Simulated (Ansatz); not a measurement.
`S[Si]Cl` + H₂O → `O[Si]Cl` + H₂S at 700 K and 1 bar (formal hydrolysis of the Si–S bond).

Gas-phase electronic energies from Ansatz, PBE0-D4/def2-TZVP geometries. CBS: def2 TZ/QZ extrapolation, frozen cores. Each species was taken in one conformer, which may not be the lowest.

| species | CCSD(T)/CBS energy (Eh) | H − E (kJ/mol) | S (J/(mol·K)) |
| --- | --- | --- | --- |
| `S[Si]Cl` | -1147.27489 | 71.2 | 350.8 |
| H₂O | -76.37685 | 80.5 | 218.4 |
| `O[Si]Cl` | -824.69564 | 79.3 | 333.7 |
| H₂S | -398.97119 | 64.8 | 236.9 |

H − E and S are ideal-gas, rigid-rotor, harmonic terms from PBE0-D4/def2-TZVP, for one conformer and one mirror image of each species. 1 Eh = 2625.50 kJ/mol, R = 8.31446 J/(mol·K).

Question: By hand: ΔE, ΔH, ΔS and ΔG.

Answer: ΔE = (-824.69564) + (-398.97119) − (-1147.27489) − (-76.37685) = -0.01509 Eh = -39.6 kJ/mol. Δ(H − E) = 79.3 + 64.8 − 71.2 − 80.5 = -7.6, so ΔH = -47.2 kJ/mol. ΔS = 333.7 + 236.9 − 350.8 − 218.4 = 1.4 J/(mol·K). ΔG = -47.2 − 700 × (1.4)/1000 = -48.2 kJ/mol.

Question: By hand: the equilibrium constant, and the temperature at which ΔG would vanish if ΔH and ΔS stayed fixed.

Answer: log₁₀ K = −ΔG/(RT ln 10) = 3.6. ΔH and −TΔS have one sign here, so there is no such temperature.

The number of gas molecules stays the same, so ΔS is small and ΔH decides. A doubt of 5 kJ/mol in ΔE shifts log₁₀ K by 0.4 here. Other conformers and mirror images would add mixing entropy, several J/(mol·K) or more a flexible species. These are equilibria of isolated gas molecules and say nothing of rates. Largest T1 diagnostic: 0.014 (customary marks: 0.02 for closed shells, 0.045 for open ones).

ΔS is within the doubt of such terms, so its sign, and with it that verdict, could turn.
